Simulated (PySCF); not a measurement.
# Beryllium: a sound run and one with changed settings

Sound run: Be [He] 2s2, Be+ [He] 2s1. Calculation: PySCF 2.14, in x2c-TZVPall; the spin-free X2C one-electron Hamiltonian (Gaussian nucleus). In the sound run the correlated levels freeze 1s2. The sound run starts from symmetry-adapted Hartree-Fock orbitals and uses a fine grid where one is needed.

Changed run: basis STO-3G, all-electron and non-relativistic. This setting is unsound on purpose.

```tsv
species	method	sound run (hartree)	changed run (hartree)	converged
Be	UHF	-14.57508	-14.35188	yes
Be	PBE	-14.63087	-14.40592	yes
Be	BP86	-14.66066	-14.43611	yes
Be	MP2	-14.60116	-14.37567	yes
Be	CCSD(T)	-14.62017	-14.40333	yes
Be+	UHF	-14.27950	-14.09784	yes
Be+	PBE	-14.30027	-14.11224	yes
Be+	BP86	-14.32596	-14.13816	yes
```

Ionisation energy of Be:

| method | sound run (eV) | changed run (eV) |
| --- | --- | --- |
| UHF | 8.043 | 6.913 |
| PBE | 8.996 | 7.991 |
| BP86 | 9.108 | 8.107 |
| MP2 | 8.753 | 7.560 |
| SCS-MP2 | 8.895 | 7.690 |
| CCSD | 9.270 | 8.313 |
| CCSD(T) | 9.270 | 8.313 |
| CCSDT | 9.270 | 8.313 |
| FCI | 9.270 | 8.313 |

A minimal basis cannot let orbitals breathe on ionisation and holds almost no correlation. The Hamiltonian changed with the basis, so the totals do not compare.

For comparison, NIST gives 9.323 eV between the lowest levels.
